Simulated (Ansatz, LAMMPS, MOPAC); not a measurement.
Equilibrium lattice constant a of 3C-SiC: levels of theory against measurement

Reference value: 4.346 Å (measured, static lattice: zero-point anharmonic expansion removed, our sources range from 4.341 to 4.348; as tabulated in Mejia-Rodriguez and Trickey (2018), arXiv:1807.09216).

Problem. Put these levels in order of the equilibrium lattice constant a that they give for 3C-SiC, smallest first: Gao–Weber SiC.gw (LAMMPS), MNDO semi-empirical Hartree-Fock (MOPAC), PBE (Ansatz, an electronic-structure program), rVV10 (Ansatz), r²SCAN0 (Ansatz).

Solution. MNDO semi-empirical Hartree-Fock (MOPAC) (4.195 Å), r²SCAN0 (4.337 Å), Gao–Weber SiC.gw (4.360 Å), PBE (4.380 Å), rVV10 (4.394 Å)

Errors against the reference: Gao–Weber SiC.gw +0.32 %, MNDO semi-empirical Hartree-Fock (MOPAC) -3.47 %, PBE +0.78 %, rVV10 +1.10 %, r²SCAN0 -0.21 %.

MNDO semi-empirical Hartree-Fock (MOPAC): the method was fitted mainly to molecules. MNDO semi-empirical Hartree-Fock (MOPAC): the run uses a supercell at the zone centre in place of a k mesh. Cutoffs and k meshes differ between the levels. Ansatz's density-functional and Hartree–Fock values are scalar-relativistic unless marked +SOC, with PAW data made under PBE.

Empirical potentials (Gao–Weber SiC.gw) are fitted to chosen data: where that held the value shown, agreement is built in, and what lay outside the fit can be far off.

Differences are worked out from the printed values.
